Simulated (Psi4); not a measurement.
Psi4 input (wB97X-D/6-31G*):

```
memory 1500 MB

molecule {
1 1
N    -0.00000000   -0.00000000   -0.43758825
N     0.00000000    0.00000000    0.64838676
H    -0.00000000   -0.00000000   -1.47558960
symmetry c1
no_reorient
no_com
}

set {
  basis 6-31G*
  reference rks
  scf_type pk
  dft_radial_points 99
  dft_spherical_points 590
  e_convergence 1e-8
  d_convergence 1e-7
  maxiter 150
}

e = energy('wb97x-d')
print_out(f'\nFINAL {e:.10f} DIPOLE {variable("CURRENT DIPOLE")[0]:.6f} {variable("CURRENT DIPOLE")[1]:.6f} {variable("CURRENT DIPOLE")[2]:.6f}\n')
```

From the last part of the output:

```
    One-Electron Energy =                -200.2807636162311269
    Two-Electron Energy =                  70.9995233864226378
    DFT Exchange-Correlation Energy =      -9.5877693811337501
    Empirical Dispersion Energy =          -0.0000658653049984
    VV10 Nonlocal Energy =                  0.0000000000000000
    Total Energy =                       -109.6795663240707199

Computation Completed

Properties will be evaluated at   0.000000,   0.000000,   0.000000 [a0]

Properties computed using the SCF density matrix

 Multipole Moments:

 ------------------------------------------------------------------------------------
     Multipole            Electronic (a.u.)      Nuclear  (a.u.)        Total (a.u.)
 ------------------------------------------------------------------------------------

 L = 1.  Multiply by 2.5417464519 to convert [e a0] to [Debye]
 Dipole X            :         -0.0000000            0.0000000           -0.0000000
 Dipole Y            :          0.0000000            0.0000000            0.0000000
 Dipole Z            :         -1.2311355           -0.0000001           -1.2311356
 Magnitude           :                                                    1.2311356

 ------------------------------------------------------------------------------------

FINAL -109.6795663241 DIPOLE -0.000000 0.000000 -1.231136

*** Psi4 exiting successfully. Buy a developer a beer!
```

The dipole moment of an ion depends on the origin.
